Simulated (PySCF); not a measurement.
**Question.** Write Cartesian coordinates for `Clc1cc[cH-]c1` as optimised with PBE0-D3(BJ)/def2-TZVP. (Charge -1.)

**Answer.** 
```xyz
10
C5H4Cl angstrom
Cl     3.052   -0.436    0.538
C      1.345   -0.138    0.279
C      0.353   -1.124    0.282
C     -0.866   -0.461    0.037
C     -0.604    0.912   -0.110
C      0.782    1.120    0.041
H      0.508   -2.183    0.441
H     -1.839   -0.936   -0.025
H     -1.338    1.685   -0.307
H      1.319    2.058   -0.014
```

Orientation and origin are arbitrary. Atoms count from 1 in this order. C3 (aromatic CH carbon) is planar (angles 127.6°, 126.0° and 106.4°, sum 360.0°, 0.00 Å off the plane of its three neighbours). The 6 heavy atoms lie in one plane (0.000 Å rms). The 5-membered ring C2–C3–C4–C5–C6 has internal angles of 106.3° to 110.4° (sum 540°, against 540° for a flat polygon); it is planar, 0.00 Å rms from its mean plane, widest ring torsion 0°. C2 (aromatic C–Cl carbon) is planar (angles 124.8°, 124.8° and 110.4°, sum 360.0°, 0.00 Å off the plane of its three neighbours).

Bonds between heavy atoms (Å): Cl1–C2 1.752, C2–C3 1.399, C3–C4 1.409, C4–C5 1.405, C5–C6 1.409, C2–C6 1.399.

Level of theory: PBE0-D3(BJ)/def2-TZVP geometry optimisation, gas phase (PySCF 2.14.0).

Point group: C2v (tolerance 0.08 Å). PBE0-D3(BJ)/def2-TZVP frequencies: not computed here. Isolated species at its PBE0-D3(BJ)/def2-TZVP geometry, gas phase.
